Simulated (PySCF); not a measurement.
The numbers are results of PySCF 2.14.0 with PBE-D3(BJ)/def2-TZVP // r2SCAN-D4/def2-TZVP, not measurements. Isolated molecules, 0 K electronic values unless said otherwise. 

Reference species (SMILES): `C=O` (neutral, multiplicity 1).

```yaml
adiabatic ionisation energy (no zero-point term): 10.70 eV
S1 oscillator strength: 0.000
dipole_moment: 2.14 D
```

Changed species: `[GeH2]=[S]`.

### Question
Give the shifts of the adiabatic ionisation energy (no zero-point term), S1 oscillator strength and dipole moment.

### Answer
the adiabatic ionisation energy (no zero-point term) decreases by 1.68 eV, to 9.02 eV; the S1 oscillator strength hardly moves; the dipole moment rises by 0.57 D, to 2.71 D.
